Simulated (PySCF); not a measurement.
SN⁺ at PBE

Computed with PBE; PySCF, no relativity, basis sets S aug-cc-pV(D+d)Z, N aug-cc-pVDZ.

| Property | Result |
| --- | --- |
| state | ¹Σ⁺ (singlet), closed shell |
| bond length | 1.454 Å |
| harmonic wavenumber | 1425 cm⁻¹ |
| force constant | 11.7 mdyn/Å |
| rotational constant Be | 0.8192 cm⁻¹ |
| anharmonicity ωexe | 6.76 cm⁻¹ |
| vibration–rotation constant αe | 0.00551 cm⁻¹ |
| well depth De to S⁺ + N | 6.86 eV |
| dissociation energy D0 | 6.78 eV |
| HOMO–LUMO gap | 4.89 eV |
| bond order (Mayer) | 2.59 |
| dipole moment (positive dipole points towards N; it is taken about the centre of mass and depends on that origin) | -1.96 D |

For an ion De counts to the pair picked by the measured ionisation energies or electron affinities, which need not be the lowest pair at this level.
